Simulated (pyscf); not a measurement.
**Four-centre exchange: HC≡CH (SMILES C#C) + HF (SMILES F) -> HC≡C–F (SMILES C#CF) + H₂ (SMILES [H][H])**

Gas phase, singlet surface, charge 0. Bonds broken: C1–H3, F5–H6. Bonds formed: C1–F5, H3–H6. PySCF, gas phase, ωB97X-D3(BJ)/def2-SVP geometries.

Transition state (Å):

```xyz
6

C      0.2522     0.1596    -0.0330
C      0.0550     0.8018    -1.0533
H      0.0135     0.4462     1.1815
H     -0.1384     1.4053    -1.9216
F      0.8391    -1.2264     0.3780
H      0.3960    -0.4304     1.3153
```

One imaginary mode, 1833i cm⁻¹; descent along it reached the two sides named, in the forms told below.

```json
[
 {"bond": "C1–H3", "change": "breaks", "reactant side (Å)": "1.078", "saddle": "1.271", "product side": "3.3"},
 {"bond": "F5–H6", "change": "breaks", "reactant side (Å)": "0.929", "saddle": "1.307", "product side": "2.7"},
 {"bond": "C1–F5", "change": "forms", "reactant side (Å)": "3.0", "saddle": "1.560", "product side": "1.279"},
 {"bond": "H3–H6", "change": "forms", "reactant side (Å)": "2.6", "saddle": "0.966", "product side": "0.760"}
]
```

Electronic energies relative to the separated reactants (kcal/mol):

```json
[
 {"level": "ωB97X-D3(BJ)/def2-TZVP", "barrier": "108.2", "reaction energy": "+34.0", "reverse barrier": "74.2"},
 {"level": "PBE/def2-TZVP", "barrier": "92.0", "reaction energy": "+30.9", "reverse barrier": "61.0"},
 {"level": "r²SCAN/def2-TZVP", "barrier": "99.5", "reaction energy": "+32.7", "reverse barrier": "66.8"},
 {"level": "B3LYP-D3(BJ)/def2-TZVP", "barrier": "104.6", "reaction energy": "+33.5", "reverse barrier": "71.1"},
 {"level": "PBE0-D3(BJ)/def2-TZVP", "barrier": "101.9", "reaction energy": "+33.5", "reverse barrier": "68.4"},
 {"level": "M06-2X/def2-TZVP", "barrier": "109.9", "reaction energy": "+33.3", "reverse barrier": "76.6"},
 {"level": "ωB97M-D3(BJ)/def2-TZVP", "barrier": "107.6", "reaction energy": "+35.2", "reverse barrier": "72.5"},
 {"level": "HF/def2-TZVP", "barrier": "138.5", "reaction energy": "+38.4", "reverse barrier": "100.2"}
]
```

With ωB97M-D3(BJ)/def2-TZVP energies and thermal terms (ideal gas, 1 atm, RRHO with modes under 100 cm⁻¹ raised to 100, one conformer, R ln 2 for chiral ones without a mode under 150 cm⁻¹), in kcal/mol:

```csv
T (K),ΔH‡,ΔG‡,ΔH,ΔG
298,103.5,111.3,+31.7,+32.7
600,103.3,119.4,+32.3,+33.5
900,103.4,127.4,+32.7,+34.0
1200,103.8,135.4,+33.1,+34.4
```

On the reactant side the descent ends in a complex, 5.3 kcal/mol under the separated species and 113.5 kcal/mol under the saddle at ωB97X-D3(BJ)/def2-TZVP. The same reactants have a lower exit, to H₂C=CH–F (barrier +45.4 kcal/mol at ωB97M-D3(BJ)/def2-TZVP, against +107.6 kcal/mol here). One saddle was located; it need not be the lowest between these sides.
